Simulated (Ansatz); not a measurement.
Results of r²SCAN0 (PAW; Ansatz, an electronic-structure program) for hcp Cd.

The run printed, among other lines:

```
WARN output.stress: scf.exx.energy_threshold = 1e-6 eV is looser than the 2e-8 eV advised for a stress under a hybrid functional (1e-8 eV for each atom of the …
Crystal: 2 atoms, lattice volume = 44.310 Å³
Basis set: ecut = 520 eV, 1221 PW (Γ), exchange–correlation on 72×72×135 points (27 copies of the dense FFT grid, shifted against one another)
Bands: 24, of which v1, the nominal top of the filled ones, is band 20 counted from 1 (19 counted from 0)
Symmetry: 24 space group operations
Space group: P63/mmc (ITA 194), of the structure as read, at distance tolerance 3.5e-5 Å
k-points: 76 of 864
Functional: x = r2scan, c = r2scan; τ floored in thin density (d = 2e-4 eV/Å³), warm-up for x = 0.75 r2scan + 0.25 exact, c = r2scan; τ floored in thin density (d = 2e-4 eV/Å³)
SCF iter   1: F=—  HF=-16536.371103 eV  |F-HF|=—  |Δ(HF+E_count)|=         —  Δρ=6.19e-3  dr2=7.78e-3  dr2_τ=1.35e-2
SCF iter   2: F=—  HF=-16536.376946 eV  |F-HF|=—  |Δ(HF+E_count)|=   5.84e-3  Δρ=3.69e-3  dr2=3.10e-3  dr2_τ=4.72e-4
  ...
SCF 1 converged in 9 iterations: F = -16536.377029 eV  dr2 = 1.90e-10
Crystal: 2 atoms, lattice volume = 44.310 Å³
Initial density: handed on by an earlier stage of this run
Functional: x = 0.75 r2scan + 0.25 exact, c = r2scan; τ floored in thin density (d = 2e-4 eV/Å³)
SCF 2 converged in 6 iterations: F = -16535.764394 eV  dr2 = 8.59e-11
Crystal: 2 atoms, lattice volume = 44.310 Å³
Crystal: 2 atoms, lattice volume = 44.310 Å³
SCF 4 converged in 9 iterations: F = -16535.771633 eV  dr2 = 3.83e-11
Crystal: 2 atoms, lattice volume = 44.310 Å³
SCF iter   1: F=—  HF=-16535.771633 eV  |F-HF|=—  |Δ(HF+E_count)|=         —  Δρ=3.73e-7  dr2=5.89e-11  dr2_τ=7.07e-12
SCF iter   2: F=-16535.771633 eV  HF=-16535.771633 eV  |F-HF|=7.28e-12  |Δ(HF+E_count)|=   1.76e-8  Δρ=1.46e-7  dr2=1.23e-11  dr2_τ=3.61e-13
SCF 5 converged in 2 iterations: F = -16535.771633 eV  dr2 = 1.23e-11
Free energy (F): -16535.771633 eV
Internal energy: -16535.770324 eV  (E = F + TS)
E sigma→0 (E₀):  -16535.770978 eV
Fermi energy:    13.997538 eV
--- Forces (eV/Å), atoms counted from 1 ---
  atom   1  Cd    -0.00000000    -0.00000000     0.00000000
  atom   2  Cd    -0.00000000    -0.00000000     0.00000000
--- Stress (GPa, compression-positive) ---
        0.000900      -0.000000       0.000000
       -0.000000       0.000900       0.000000
        0.000000       0.000000       0.012387
  P = ⅓ Tr σ = 0.0047 GPa (0.047 kbar)
```

**Question.** Write an input file that could have produced this run (the log leaves some choices open).

**Answer.** Several could match; the one computed here: 
Ansatz 0.2 input:
```yaml
crystal:
  lattice:
    - [1.4717614536, -2.5491656143, 0.0]
    - [1.4717614536, 2.5491656143, 0.0]
    - [0.0, 0.0, 5.9052396133]
  atoms:
    - { symbol: Cd, position: [0.3333333333, 0.6666666667, 0.25] }
    - { symbol: Cd, position: [0.6666666667, 0.3333333333, 0.75] }
basis:
  ecutwfc: 520
  ecutrho_ratio: 4
  xc_grid: 3
kpoints:
  mp_grid: { grid: [12, 12, 6] }
hamiltonian:
  xc: r2scan0
  dispersion: none
  pseudopotentials: { kind: paw }
scf:
  occupations: { method: fermi_dirac, width: 0.05 }
  convergence: { dr2_threshold: 0.0000000002 }
output:
  forces: true
  stress: true
  eigenvalues: true
```

The PAW data were made under PBE.

Note: the run warned that the count of filled bands differs between k points.

It cost roughly 9 core-minutes of CPU time.
